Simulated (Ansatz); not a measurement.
Input for Ansatz (development build ahead of 0.2.0):

```yaml
crystal:
  periodic: [false, false, false]
  atoms:
    - { symbol: Si, position_ang: [0.0, 0.0, -1.08024] }
    - { symbol: S, position_ang: [0.0, 0.0, 1.08024] }
basis:
  gaussian: { orbitals: "6-31G" }
hamiltonian:
  xc: hf
correlation:
  method: ccsd_t
  frozen_orbitals: { S: 5, Si: 5 }
```

The input is written out in the form of the current development build from the run's settings.

Output:

```yaml
Converged: yes
Reference_energy: -686.37167 hartree
Correlation_energy: -0.13302 hartree
Total_energy: -686.50469 hartree
```
